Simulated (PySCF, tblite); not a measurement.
C₃H₆S.
Cartesian coordinates in Å at the GFN2-xTB level; atoms count from 1:
```
atom  x, y, z in Å
C1     1.4780   -0.3436   -0.2071
C2     1.0108    0.6195    0.5698
S3    -0.6575    1.0521    0.8647
C4    -1.5758   -0.1124   -0.1814
H5     2.5384   -0.5006   -0.3017
H6     0.8467   -1.0070   -0.7710
H7     1.6635    1.2718    1.1295
H8    -1.3920   -1.1285    0.1548
H9    -1.2776    0.0174   -1.2174
H10   -2.6255    0.1359   -0.0627
```

Method: PBE0/pcSseg-1 in PySCF (dipole) on a GFN2-xTB geometry, gas phase.

Masses are those of the commonest isotopes; rigid-rotor values at the optimised geometry. The values belong to one conformer with, in the numbering `[CH2:1]=[CH:2][S:3][CH3:4]`, C1–C2–S3–C4 -1°.

Problem. What are A, B and C (cm⁻¹)?

Solution. Ia = 47.56, Ib = 106.12, Ic = 150.44 u·Å²; 505379 MHz·u·Å²/I gives 10626, 4762 and 3359 MHz, that is A = 0.35446, B = 0.15885, C = 0.11206 cm⁻¹.

Problem. What kind of rotor is it?

Solution. An asymmetric top; Ray's κ = -0.614.

Problem. What does the inertial defect say?

Solution. Not planar: Δ = Ic − Ia − Ib = -3.24 u·Å². For a rigid frame Δ = −2 Σ m c², so Σ m c² = 1.62 u·Å² lies off the ab plane, practically all of it from hydrogen. The atom farthest from that plane is 0.90 Å away.

Problem. Give the other two planar moments, Paa and Pbb, and the rms extents of the mass along the axes.

Solution. Paa = Σ m a² = (Ib + Ic − Ia)/2 = 104.50 and Pbb = Σ m b² = (Ia + Ic − Ib)/2 = 45.94 u·Å². With the mass M = 74.02 u, the rms extents √(P/M) along a, b and c are 1.19, 0.79, 0.15 Å.

Problem. Which types of transition are allowed, and where do some lines up to J = 2 fall?

Solution. The dipole components are |μa| = 0.02 D, |μb| = 1.25 D, |μc| = 0.02 D. Intensities carry the squares of the components, which stand as 0.00 : 1.00 : 0.00 (a : b : c). Some lines, for components of 0.1 D or more:

```tsv
type	branch	J(Ka,Kc)	MHz	lower level (cm⁻¹)
b	Q	1(1,0) ← 1(0,1)	7267	0.271
b	Q	2(1,1) ← 2(0,2)	8893	0.805
b	R	2(0,2) ← 1(1,1)	10156	0.467
b	R	1(1,1) ← 0(0,0)	13986	0.000
b	Q	2(2,0) ← 2(1,1)	17815	1.102
b	R	2(1,2) ← 1(0,1)	20705	0.271
b	Q	2(2,1) ← 2(1,2)	21801	0.962
b	R	2(2,1) ← 1(1,0)	35239	0.513
b	R	2(2,0) ← 1(1,1)	36865	0.467
```

Its GFN2-xTB frequencies are all real (lowest 137 cm⁻¹). No vibrational averaging or centrifugal distortion is included, and the geometry carries the error of its method. A rigid rotor knows nothing of internal rotation, which can split or shift real lines.
